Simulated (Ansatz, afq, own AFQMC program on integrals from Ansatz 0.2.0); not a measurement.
## NH3, triplet: AFQMC among the cluster methods

```yaml
atoms:
  - { symbol: H, position_ang: [-2.0963, 0.0594, 0.0000] }
  - { symbol: H, position_ang: [-1.1323, 0.0594, 0.0000] }
  - { symbol: N, position_ang: [0.1987, 0.0594, 0.0000] }
  - { symbol: H, position_ang: [0.4678, -0.9448, 0.0000] }
```

Basis cc-pVTZ. Only valence electrons are correlated. Integrals, coupled cluster, full CI and functionals: Ansatz 0.2.0; the random walks run on the same integrals in our own AFQMC program. The CISD trial takes its coefficients from CCSD amplitudes. Released means that phaseless walkers are propagated on without the constraint, phases kept. Uncertainties: one standard error, sampling alone.

Determinant: UHF, the one that the program's search chose, which needn't be the lowest solution. The geometry is a point of a scan.

No full CI on the walks' own integrals is used here; CCSDT(Q) serves as the reference and is uncertain by about the last step of the cluster series.

Cautions: lower spins were not checked; unrestricted determinant slightly spin contaminated (⟨S²⟩ 2.06 against 2.00).

The T1 diagnostic is 0.0220, the weight of the determinant in the CISD state is 0.917 and the ⟨S²⟩ of the determinant is 2.062. The size of the correlated space is 8 electrons in 71 orbitals.

```json
{"level": "MP2", "correlation energy (eV)": "-5.0257"}
{"level": "CCSD", "correlation energy (eV)": "-5.7747"}
{"level": "CCSD(T)", "correlation energy (eV)": "-5.9434"}
```

Estimate where phaseless AFQMC with the Hartree–Fock trial lies against CCSD(T) on the same integrals.

2.9 ± 21.3 meV above CCSD(T). The gap is under twice the noise, so this walk alone can't tell the two apart.

Reference: CCSDT(Q), correlation energy -5.970 eV. The released energy is read at 2.40 1/Eh (meV from the phaseless value at times in 1/Eh: -3.3 ± 2.3 at 0.24, -3.7 ± 1.7 at 0.51, -8.6 ± 1.8 at 0.99, -8.2 ± 2.4 at 1.62, -11 ± 3 at 2.40).

```json
{"level": "CCSD(T)", "E − E(reference) (meV)": "26.4", "share of correlation (%)": "99.56"}
{"level": "CCSDT", "E − E(reference) (meV)": "6.5", "share of correlation (%)": "99.89"}
{"level": "ph-AFQMC/HF", "E − E(reference) (meV)": "29.3 ± 21.3", "share of correlation (%)": "99.51"}
{"level": "ph-AFQMC/CISD", "E − E(reference) (meV)": "9.4 ± 3.3", "share of correlation (%)": "99.84"}
{"level": "released AFQMC", "E − E(reference) (meV)": "-1.3 ± 2.8", "share of correlation (%)": "100.02"}
```

A walk keeps the symmetry of its determinant, which the program's search chose and which needn't be the lowest solution, so a lower state of the same spin and another symmetry isn't excluded. Released energies are given only where the last usable release times agree within the noise; a slower fall can still hide under it.
